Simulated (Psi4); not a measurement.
# SiNH4O (SMILES N[SiH]O): a chain of runs

We compute a structure relaxation (UB3LYP-D4/6-311G**), then the harmonic vibrations of SiNH4O. 

The calculation is run with Psi4 1.11.

**1. The system as given**

SiNH4O has 7 atoms, charge 0, and is taken as a doublet. As SMILES, `N[SiH]O`. All atoms were displaced at random from a relaxed shape. The run starts from this shape.

Bond lengths: N1–Si2 1.708 Å, Si2–O3 1.655 Å, N1–H4 0.975 Å, N1–H5 1.028 Å, Si2–H6 1.538 Å, O3–H7 0.932 Å. Angles: N1–Si2–O3 108.8°, N1–Si2–H6 101.9°, O3–Si2–H6 112.0°, Si2–N1–H4 118.2°, Si2–N1–H5 118.4°, Si2–O3–H7 116.8°, H4–N1–H5 111.4°.

**2. A geometry optimisation at UB3LYP-D4/6-311G(d,p) (density fitting) (run 1)**

File h4nosi.xyz:

```xyz
7
H4NOSi
N     -0.706635     0.547300    -0.566535
Si     0.293332     0.184648     0.769773
O      1.584307    -0.706241     0.241931
H     -0.370961     1.169001    -1.238882
H     -1.713301     0.678681    -0.403014
H     -0.652901    -0.640628     1.657514
H      1.425823    -1.304425    -0.455556
```

File run.py:

```python
import numpy as np
from ase.calculators.psi4 import Psi4
from ase.io import read
from ase.optimize import LBFGS

a = read('h4nosi.xyz')
calc = Psi4(atoms=a, method='b3lyp-d4', basis='6-311G**', memory='1600MB', num_threads=1, charge=0, multiplicity=2, label='calc', reference='uks')
a.calc = calc

opt = LBFGS(a)
done = opt.run(fmax=0.01, steps=40)
print('converged:', done)
for s, p in zip(a.symbols, a.positions):
    print(f'{s:2s} {p[0]:12.6f} {p[1]:12.6f} {p[2]:12.6f}')
```

Command:

```console
$ python run.py
```

calc.dat:

```text
[...]
  Running in c1 symmetry.
[...]
  Nuclear repulsion =  110.184298498614609
[...]
  Multiplicity = 2
[...]
  Nalpha       = 17
  Nbeta        = 16
[...]
    Number of basis functions: 86
[...]
   @DF-UKS iter   1:  -421.53933992740809   -1.67606e-01   1.25296e-02 ADIIS/DIIS
[...]
   @DF-UKS iter  13:  -421.96480610266764   -1.98952e-12   4.74728e-09 DIIS
[...]
   @S^2 Observed:                7.518050298E-01
[...]
    Orbital Energies [Eh]
    ---------------------
    Alpha Occupied:
       1A    -66.118968     2A    -19.110384     3A    -14.299478
       4A     -5.287975     5A     -3.648536     6A     -3.646176
       7A     -3.644809     8A     -0.996307     9A     -0.857873
      10A     -0.554626    11A     -0.502900    12A     -0.479472
      13A     -0.387613    14A     -0.359443    15A     -0.322471
      16A     -0.296857    17A     -0.189011
    Alpha Virtual:
      18A      0.024757    19A      0.027892    20A      0.087100
      21A      0.088357    22A      0.096762    23A      0.108778
      24A      0.166610    25A      0.222057    26A      0.253104
[...]
  @DF-UKS Final Energy:  -421.96480610266764
   => Energetics <=
    Nuclear Repulsion Energy =            110.1842984986146092
    One-Electron Energy =                -801.2168957274891454
    Two-Electron Energy =                 299.7716824586239568
    DFT Exchange-Correlation Energy =     -30.6975214162366257
    Empirical Dispersion Energy =          -0.0063699161803815
    VV10 Nonlocal Energy =                  0.0000000000000000
    Total Energy =                       -421.9648061026676373
[...]
 Multipole Moments:
 ------------------------------------------------------------------------------------
     Multipole            Electronic (a.u.)      Nuclear  (a.u.)        Total (a.u.)
 ------------------------------------------------------------------------------------
 L = 1.  Multiply by 2.5417464519 to convert [e a0] to [Debye]
 Dipole X            :          1.8652131           -2.5361150           -0.6709019
 Dipole Y            :          0.3537073           -0.1425808            0.2111265
 Dipole Z            :          0.8811365           -1.5584396           -0.6773030
 Magnitude           :                                                    0.9764339
[...]
  -Total Gradient:
     Atom            X                  Y                   Z
    ------   -----------------  -----------------  -----------------
       1       -0.000037409553     0.000083528903     0.000056392116
       2       -0.000029222547     0.000033792649    -0.000144298755
       3        0.000070737679    -0.000067237263     0.000086824708
       4        0.000021569671    -0.000000005883     0.000044935538
       5        0.000011549833    -0.000047811875    -0.000031444828
       6        0.000037612302    -0.000059826029    -0.000018028884
       7       -0.000157455301    -0.000019105781     0.000046795015
[...]
```

Standard output:

```text
Step     Time          Energy          fmax
LBFGS:    0 hh:mm:ss   -11482.147282        1.890701
LBFGS:    1 hh:mm:ss   -11482.209189        1.317793
LBFGS:    2 hh:mm:ss   -11482.236033        0.334682
LBFGS:    3 hh:mm:ss   -11482.239632        0.193246
LBFGS:    4 hh:mm:ss   -11482.241808        0.170083
LBFGS:    5 hh:mm:ss   -11482.244215        0.147094
LBFGS:    6 hh:mm:ss   -11482.245416        0.118814
LBFGS:    7 hh:mm:ss   -11482.245930        0.068153
LBFGS:    8 hh:mm:ss   -11482.246225        0.054803
LBFGS:    9 hh:mm:ss   -11482.246550        0.065911
LBFGS:   10 hh:mm:ss   -11482.246853        0.061621
LBFGS:   11 hh:mm:ss   -11482.247040        0.043124
LBFGS:   12 hh:mm:ss   -11482.247123        0.027443
LBFGS:   13 hh:mm:ss   -11482.247163        0.019257
LBFGS:   14 hh:mm:ss   -11482.247191        0.016934
LBFGS:   15 hh:mm:ss   -11482.247209        0.013146
LBFGS:   16 hh:mm:ss   -11482.247221        0.011924
LBFGS:   17 hh:mm:ss   -11482.247228        0.008504
converged: True
N     -0.721002     0.572218    -0.556202
Si     0.279836     0.156825     0.799272
O      1.598507    -0.709629     0.260532
H     -0.384886     1.184427    -1.286484
H     -1.716363     0.686842    -0.421813
H     -0.634396    -0.644767     1.680740
H      1.441375    -1.314431    -0.472665
```

Wall time 2.1 min (1 thread of Intel Xeon 6975P-C (Granite Rapids), shared host); peak memory 0.9 GiB.

Step by step:

```csv
step,energy from the first frame kept (eV),largest force (eV/Å)
0,0.0000,1.8907
1,-0.0619,1.3178
2,-0.0887,0.3347
3,-0.0923,0.1932
4,-0.0945,0.1701
5,-0.0969,0.1471
6,-0.0981,0.1188
7,-0.0986,0.0682
8,-0.0989,0.0548
9,-0.0993,0.0659
10,-0.0996,0.0616
11,-0.0998,0.0431
12,-0.0998,0.0274
13,-0.0999,0.0193
14,-0.0999,0.0169
15,-0.0999,0.0131
16,-0.0999,0.0119
17,-0.0999,0.0085
```

After the run. Bond lengths: N1–Si2 1.735 Å, Si2–O3 1.667 Å, N1–H4 1.010 Å, N1–H5 1.011 Å, Si2–H6 1.502 Å, O3–H7 0.963 Å. Angles: N1–Si2–O3 109.2°, N1–Si2–H6 103.6°, O3–Si2–H6 113.2°, Si2–N1–H4 121.2°, Si2–N1–H5 119.4°, Si2–O3–H7 116.3°, H4–N1–H5 110.8°.

**3. Vibrational wavenumbers at UB3LYP-D4/6-311G(d,p) (density fitting) (run 2)**

File h4nosi.sdf:

```

     RDKit          3D

  7  6  0  0  0  0  0  0  0  0999 V2000
   -0.7156    0.5799   -0.5757 N   0  0  0  0  0  0  0  0  0  0  0  0
    0.2852    0.1645    0.7798 Si  0  0  0  0  0  3  0  0  0  0  0  0
    1.6039   -0.7020    0.2411 O   0  0  0  0  0  0  0  0  0  0  0  0
   -0.3795    1.1921   -1.3059 H   0  0  0  0  0  0  0  0  0  0  0  0
   -1.7110    0.6945   -0.4413 H   0  0  0  0  0  0  0  0  0  0  0  0
   -0.6290   -0.6371    1.6613 H   0  0  0  0  0  0  0  0  0  0  0  0
    1.4468   -1.3068   -0.4921 H   0  0  0  0  0  0  0  0  0  0  0  0
  2  1  1  0
  3  2  1  0
  4  1  1  0
  5  1  1  0
  6  2  1  0
  7  3  1  0
M  RAD  1   2   2
M  END
$$$$
```

File h4nosi_ase.py:

```python
import numpy as np
from ase.calculators.psi4 import Psi4
from ase.io import read
from ase.vibrations import Vibrations

a = read('h4nosi.sdf')
calc = Psi4(atoms=a, method='b3lyp-d4', basis='6-311G**', memory='1600MB', num_threads=1, charge=0, multiplicity=2, label='psi4-calc', reference='uks')
a.calc = calc

vib = Vibrations(a, delta=0.02)
vib.run()
vib.summary()
```

Command:

```console
$ python h4nosi_ase.py
```

psi4-calc.dat, cut to the lines that bear on the results:

```text
[...]
  Running in c1 symmetry.
[...]
  Nuclear repulsion =  110.270081924483705
[...]
  Multiplicity = 2
[...]
  Nalpha       = 17
  Nbeta        = 16
[...]
    Number of basis functions: 86
[...]
   @DF-UKS iter   1:  -421.53833622076502   -1.61632e-01   1.25546e-02 DIIS/ADIIS
[...]
   @DF-UKS iter  13:  -421.96458105544286   -2.89901e-12   4.64915e-09 DIIS
[...]
   @S^2 Observed:                7.518031006E-01
[...]
  @DF-UKS Final Energy:  -421.96458105544286
   => Energetics <=
    Nuclear Repulsion Energy =            110.2700819244837049
    One-Electron Energy =                -801.3691129454108477
    Two-Electron Energy =                 299.8441790535059113
    DFT Exchange-Correlation Energy =     -30.7033592481529851
    Empirical Dispersion Energy =          -0.0063698398686729
    VV10 Nonlocal Energy =                  0.0000000000000000
    Total Energy =                       -421.9645810554428635
[...]
 Multipole Moments:
 ------------------------------------------------------------------------------------
     Multipole            Electronic (a.u.)      Nuclear  (a.u.)        Total (a.u.)
 ------------------------------------------------------------------------------------
 L = 1.  Multiply by 2.5417464519 to convert [e a0] to [Debye]
 Dipole X            :          1.8645138           -2.5360758           -0.6715620
 Dipole Y            :          0.3504072           -0.1426052            0.2078020
 Dipole Z            :          0.8725467           -1.5408368           -0.6682902
 Magnitude           :                                                    0.9699428
[...]
  -Total Gradient:
     Atom            X                  Y                   Z
    ------   -----------------  -----------------  -----------------
       1       -0.000000413767     0.000157496184     0.000017857143
       2       -0.000103523616    -0.000202614906    -0.000336233870
       3       -0.002066142051    -0.010056401867    -0.011706345827
       4       -0.000008392744    -0.000015590577     0.000100971203
       5       -0.000025894153    -0.000042861787    -0.000041173168
       6       -0.000004587626    -0.000025047683     0.000016132256
       7        0.002128001662     0.010112135568     0.011988984107
[...]
```

On the terminal:

```text
---------------------
  #    meV     cm^-1
---------------------
  0    4.1i     33.2i
  1    1.6i     12.7i
  2    1.0i      8.0i
  3    0.1i      1.1i
  4    0.1       1.2
  5    0.2       1.4
  6   23.4     188.7
  7   27.1     218.9
  8   45.9     370.1
  9   56.1     452.5
 10   81.6     658.1
 11   90.4     729.0
 12   96.0     774.0
 13  103.7     836.5
 14  108.8     877.7
 15  115.0     927.2
 16  197.3    1591.0
 17  260.7    2102.7
 18  441.8    3563.2
 19  453.0    3653.5
 20  473.7    3820.4
---------------------
Zero-point energy: 1.287 eV
```

Wall time 5.3 min (1 thread of Intel Xeon 6975P-C (Granite Rapids), shared host); peak memory 1.4 GiB.

**4. What came out**

| quantity | value |
| --- | --- |
| run 1, UB3LYP-D4/6-311G**: total energy at the end | -421.96481 Eh |
| run 1, UB3LYP-D4/6-311G**: dipole moment | 2.48 D |
| run 1, UB3LYP-D4/6-311G**: HOMO energy (highest over α and β) | -5.14 eV |
| run 1, UB3LYP-D4/6-311G**: LUMO energy (lowest over α and β) | -2.10 eV |
| run 1, UB3LYP-D4/6-311G**: dispersion energy | -16.72 kJ/mol |
| run 1, UB3LYP-D4/6-311G**: ⟨S²⟩ | 0.752 |

In words: The optimisation (run 1, UB3LYP-D4/6-311G**) took 17 steps and changed the energy by -0.100 eV.
